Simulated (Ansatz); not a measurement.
Diamond, treated with HSE06 (plane waves, PAW; Ansatz, a quantum-chemistry and plane-wave program).

Numerical settings: plane-wave cutoff 520 eV, 12×12×12 k mesh, scalar-relativistic PAW data made under PBE.

Computed at the level's own relaxed cell.

Hill averages of the elastic tensor: K = 470.1 GPa, G = 562.4 GPa. Volume 5.571 Å³/atom, mean atomic mass 12.011 u.

Task: Work out the density, the sound velocities of a polycrystal and the elastic Debye temperature at this level.

Result: ρ = 1.66054 × 12.011/5.571 = 3.580 g/cm³. v_l = √[(K + 4G/3)/ρ] = 18.460 km/s and v_t = √(G/ρ) = 12.534 km/s. The mean follows from 3/v_m³ = 1/v_l³ + 2/v_t³: v_m = 13.669 km/s. Θ_D = (ħ/k_B) v_m (6π²/V)^(1/3) = 76.38 K Å s/km × 13.669 × 2.1987 Å⁻¹ = 2296 K, counting all atoms of the cell.

Measured, for comparison: Voigt–Reuss–Hill bulk modulus 442 GPa (temperature not stated, not corrected to a static lattice, from single-crystal Cij; as tabulated in Råsander and Moram (2015), arXiv:1505.02379). Computed less measured: Voigt–Reuss–Hill bulk modulus +6 %.
